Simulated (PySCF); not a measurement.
Compound: BH2(CN), CH2BN.
Structure used (PBE0-D3(BJ)/def2-SVP), in Å, numbered top down from 1:
```
atom  x, y, z in Å
B1     0.305    0.531    0.009
H2     1.506    0.509    0.061
H3    -0.317    1.559   -0.027
C4    -0.458   -0.795   -0.013
N5    -1.036   -1.803   -0.030
```

Jobs on this species (5 atoms, 20 electrons) with PySCF (density fitting). Hardware of each: x86-64 server, one thread, on a shared host. Other jobs ran on the host; a repeat could differ by tens of per cent or more.

```json
{"level and settings": "PBE0-D3(BJ)/def2-SVP, grid level 1", "work": "geometry optimisation from a GFN2-xTB start", "basis functions": "52", "SCF cycles": "?", "wall time": "?"}
{"level and settings": "CAM-B3LYP/def2-SVPD", "work": "10 singlets by full TDDFT, 4 Tamm–Dancoff triplets, polarisability", "basis functions": "76", "SCF cycles": "?", "wall time": "?"}
{"level and settings": "wB97X-D/pcSseg-1", "work": "shieldings", "basis functions": "61", "SCF cycles": "?", "wall time": "?"}
{"level and settings": "B3LYP/pcJ-1", "work": "spin–spin couplings from 5 perturbed nuclei", "basis functions": "101", "SCF cycles": "12", "wall time": "3.2 s"}
{"level and settings": "PBE0/pcSseg-1", "work": "shieldings, charges and field gradients", "basis functions": "61", "SCF cycles": "12", "wall time": "3.2 s"}
{"level and settings": "delta-SCF UKS SCAN, pcX-2 on the ionised atom, pcseg-1 elsewhere, spin-free X2C", "work": "ΔSCF core ionisation, 3 holes", "basis functions": "83", "SCF cycles": "52", "wall time": "4.8 s"}
```

Task: Fill in the missing figures.

Result: 
- PBE0-D3(BJ)/def2-SVP, grid level 1; geometry optimisation from a GFN2-xTB start: 2.4 s, 19 SCF cycles
- CAM-B3LYP/def2-SVPD; 10 singlets by full TDDFT, 4 Tamm–Dancoff triplets, polarisability: 2.8 s, 12 SCF cycles
- wB97X-D/pcSseg-1; shieldings: 1.7 s, 12 SCF cycles

Task: What do all jobs in the table cost together?

Result: About 18 s; the longest takes about 27 % of that, and about 2.8 times as long as the shortest.
